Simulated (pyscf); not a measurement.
Structures and frequencies: ωB97X-D3(BJ)/def2-SVP in PySCF. Correlated levels are frozen-core, on RHF or UHF. ΔMP2 is the change of the MP2 total energy from the triple- to the quadruple-zeta basis.

### Question
Estimate by transition-state theory the rate constant of H₃C–NH₂ + H• -> CH₃• + NH₃ (doublet surface; C–N broken, H–N formed) at 1200 K, with CCSD(T)/def2-TZVPP + ΔMP2(QZVPP) energies (ideal gas, 1 atm, RRHO with modes under 100 cm⁻¹ raised to 100, one conformer, R ln 2 for rigid chiral ones; no tunnelling).

### Answer
The electronic barrier is 19.6 kcal/mol and the thermal terms add +28.0, so ΔG‡ = 47.6 kcal/mol. With k_BT/h = 2.50e+13 s⁻¹ and RT = 2.385 kcal/mol, and a volume of 1.64e-19 cm³ per molecule at 1 atm, k = 8.7e-15 cm³ molecule⁻¹ s⁻¹. Wigner's tunnelling factor for 1637i cm⁻¹ would be 1.16. A shift of 1 kcal/mol in the barrier changes k by a factor 1.5. The same reactants have a lower exit, to H₃C–NH• + H₂ (barrier +9.8 kcal/mol at ωB97M-D3(BJ), against +20.8 kcal/mol here). This is the saddle that the search found; another between the same sides may lie lower. The angle at the attacked N is 151°. The CCSD(T) − MP2 part came from Ansatz, without density fitting, on the same reference.
